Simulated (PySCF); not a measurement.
Consider dichlorosilane, `Cl[SiH2]Cl` (Cl2H2Si). Optimised structure (Å), atoms numbered from 1:
```
Cl   -1.5984    1.1604   -0.0485
Si   -0.0069   -0.1385    0.0159
Cl    1.7446    0.9023   -0.2455
H     0.0219   -0.7899    1.3480
H    -0.1443   -1.1173   -1.0901
```

Level of theory: ωB97X-D3(BJ)/ma-def2-TZVP single points in PySCF, grid level 2; every species was optimised with PBE0-D3(BJ)/def2-SVP. The prefix ma- adds one diffuse s and one diffuse p function on all atoms but H. ωB97X-D3(BJ) is ωB97X-V with D3(BJ) in place of VV10. Zero-point and thermal terms (298.15 K, 1 bar) come from unscaled PBE0-D3(BJ)/def2-SVP harmonic frequencies, with soft modes damped to free rotors in the entropy.

Q: What are the vertical and the adiabatic ionisation energy for forming the radical cation?

A: 11.81 eV vertical and 11.45 eV adiabatic, the latter with zero-point energy.

Q: Where does the unpaired spin of the relaxed radical cation sit?

A: H (on Si2) 0.44, Cl3 (chlorine) 0.25, Cl1 (chlorine) 0.25 (intrinsic atomic orbital populations).

Q: What oxidation potential follows in dichloromethane (IEF-PCM), given that Fc+/Fc comes at 4.70 V absolute with this functional and basis?

A: In the gas phase ΔG of oxidation is 11.385 eV, and solvation is -4.2 kJ/mol for the parent and -223.9 kJ/mol for the product, so the absolute potential is 9.11 V, or 4.41 V against Fc+/Fc. Fc+/Fc in dichloromethane, 4.70 V, is ωB97X-D3(BJ)/ma-def2-TZVP on PBE0-D3(BJ)/def2-SVP structures with GFN2-xTB thermal terms. Benchmark calculations put it near 5.0 V in acetonitrile and DMSO, so it is about 0.3 V low, and the value against it can read up to that much too high. The solvent is electrostatics only, on gas-phase structures; the absolute scale refers to an electron at rest in vacuum.

Q: How far is −ε(HOMO) from the vertical value by ΔSCF?

A: −ε(HOMO) = 11.64 eV, which is 0.17 eV below the ΔSCF value.

Note: spin-orbit coupling is left out of the energies, which matters for open shells on the heavier atoms.
